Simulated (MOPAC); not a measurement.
MOPAC input (PM7):

```
PM7 PRECISE GNORM=0.05 LET XYZ UHF MS=0.5 GEO-OK AUX(PRECISION=9) THREADS=1
CH3S

C    -0.04611676 1    1.10658486 1   -0.24043606 1
S    -0.01350845 1   -0.55406625 1    0.19009309 1
H     0.62811865 1   -1.02039440 1   -0.89361830 1
H    -0.51679079 1    1.78106912 1    0.45592676 1
H     0.38150795 1    1.46487603 1   -1.16118149 1
```

From the last part of the output:

```
                                                       MOPAC v23.2.5 Linux

          FINAL HEAT OF FORMATION =         21.45417 KCAL/MOL =      89.76425 KJ/MOL

          COSMO AREA              =         79.09 SQUARE ANGSTROMS
          COSMO VOLUME            =         61.99 CUBIC ANGSTROMS

          GRADIENT NORM           =          0.04750          =       0.02124 PER ATOM
          IONIZATION POTENTIAL    =          8.227730 EV
          ALPHA SOMO LUMO (EV)    =         -8.228  0.407
          BETA  SOMO LUMO (EV)    =        -10.013 -0.271
          NO. OF ALPHA ELECTRONS  =          7
          NO. OF BETA  ELECTRONS  =          6
          MOLECULAR WEIGHT        =         47.0947         POINT GROUP:  Cs

          MOLECULAR DIMENSIONS (Angstroms)

            Atom       Atom       Distance
            H     4    H     3     3.34640
            H     5    S     2     2.15641
            H     4    H     5     0.00000

          SCF CALCULATIONS        =         14

   ATOM   CHEMICAL          X               Y               Z
  NUMBER   SYMBOL      (ANGSTROMS)     (ANGSTROMS)     (ANGSTROMS)

     1       C         -0.04586833  *   1.06206428  *  -0.22770211  *
     2       S         -0.00940765  *  -0.52058080  *   0.17234914  *
     3       H          0.62234066  *  -1.09569991  *  -0.86027397  *
     4       H         -0.50464948  *   1.77714688  *   0.43396585  *
     5       H          0.35115881  *   1.50893707  *  -1.11644906  *

                             CARTESIAN COORDINATES

   1    C       -0.045868327     1.062064279    -0.227702110
   2    S       -0.009407648    -0.520580798     0.172349143
   3    H        0.622340664    -1.095699907    -0.860273975
   4    H       -0.504649477     1.777146884     0.433965848
   5    H        0.351158810     1.508937074    -1.116449056

           Empirical Formula: C H3 S  =     5 atoms

      MOLECULAR POINT GROUP   :   Cs

          ALPHA EIGENVALUES
 -28.13612 -21.07066 -15.59070 -13.79464 -11.46644 -10.88200  -8.22773   0.40677
   0.69885   0.76388   1.40234   1.44439   2.95569   3.82967   5.70352   6.23386

           BETA EIGENVALUES
 -27.78544 -20.66764 -15.44750 -13.57650 -10.61416 -10.01303  -0.27110   0.55985
   0.99972   1.52473   1.60634   2.11106   3.11048   3.99465   5.81911   6.41747

              NET ATOMIC CHARGES AND DIPOLE CONTRIBUTIONS

  ATOM NO.   TYPE          CHARGE      No. of ELECS.   s-Pop       p-Pop       d-Pop
    1          C          -0.507581        4.5076     1.10858     3.39900
    2          S           0.021239        5.9788     1.84066     3.87968     0.25842
    3          H           0.144778        0.8552     0.85522
    4          H           0.177628        0.8224     0.82237
    5          H           0.163936        0.8361     0.83606
 DIPOLE           X         Y         Z       TOTAL
 POINT-CHG.     0.390    -0.700    -0.534     0.963
 HYBRID         0.266     0.762    -0.733     1.091
 SUM            0.656     0.062    -1.267     1.428

          ATOMIC ORBITAL ELECTRON POPULATIONS

     Atom    s        px        py        pz      x^2-y^2     xz        z^2       yz        xy
    1  C   1.10858   1.18479   1.04047   1.17374
    2  S   1.84066   1.55881   0.97680   1.34407   0.03738   0.02504   0.01514   0.06480   0.11606
    3  H   0.85522
    4  H   0.82237
    5  H   0.83606

                    (SZ)    =    0.500000
                    (S**2)  =    0.773222

          ATOMIC ORBITAL SPIN POPULATIONS

    Atom   Total    s     px     py     pz   x^2-y^2  xz     z^2    yz     xy
         Atomic
    1  C  0.7143  0.019  0.505  0.036  0.155
    2  S  0.3273  0.007  0.172 -0.013  0.030  0.010  0.005 -0.001  0.026  0.090
    3  H -0.0005 -0.000
    4  H -0.0204 -0.020
    5  H -0.0208 -0.021

 **********************
 *                    *
 * JOB ENDED NORMALLY *
 *                    *
 **********************

 == MOPAC DONE ==
```
